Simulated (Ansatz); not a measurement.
# CH2BN (SMILES BC#N): the vertical ionisation energy, rung by rung

The species is CH2BN (5 atoms), meant as a singlet with charge 0. SMILES: `BC#N`. Geometry: relaxed at PBE0-D4/def2-TZVP.

Each level gives the vertical ionisation energy (to the doublet cation) (eV). The values are calculated.

```json
{"level": "B3LYP/STO-3G", "kind": "global hybrid", "program": "Ansatz", "value (eV)": "11.59", "less FCI/STO-3G": "+0.83"}
{"level": "BHLYP/STO-3G", "kind": "global hybrid", "program": "Ansatz", "value (eV)": "11.58", "less FCI/STO-3G": "+0.82"}
{"level": "r2SCAN0/STO-3G", "kind": "hybrid meta-GGA", "program": "Ansatz", "value (eV)": "11.62", "less FCI/STO-3G": "+0.86"}
{"level": "CAM-B3LYP/STO-3G", "kind": "range-separated hybrid", "program": "Ansatz", "value (eV)": "11.69", "less FCI/STO-3G": "+0.93"}
{"level": "CCSD(T)/STO-3G", "kind": "coupled cluster or CI", "program": "Ansatz", "value (eV)": "10.76", "less FCI/STO-3G": "0.00"}
{"level": "CCSDT/STO-3G", "kind": "coupled cluster or CI", "program": "Ansatz", "value (eV)": "10.73", "less FCI/STO-3G": "-0.03"}
{"level": "CCSDTQ/STO-3G", "kind": "coupled cluster or CI", "program": "Ansatz", "value (eV)": "10.76", "less FCI/STO-3G": "0.00"}
{"level": "FCI/STO-3G", "kind": "exact in the basis", "program": "Ansatz", "value (eV)": "10.76", "less FCI/STO-3G": "0.00"}
```

FCI/STO-3G is exact within its basis and frozen core, so for wave-function methods in that basis the difference is their error; functionals converge differently with the basis, so for them it is only a difference. The values span 10.73 to 11.69 eV. Spin contamination of the reference (⟨S²⟩ at least 0.1 too high) touches CCSD(T)/STO-3G, CCSDT/STO-3G, CCSDTQ/STO-3G. All rows use very small basis sets, so even the best lies far from the true value.
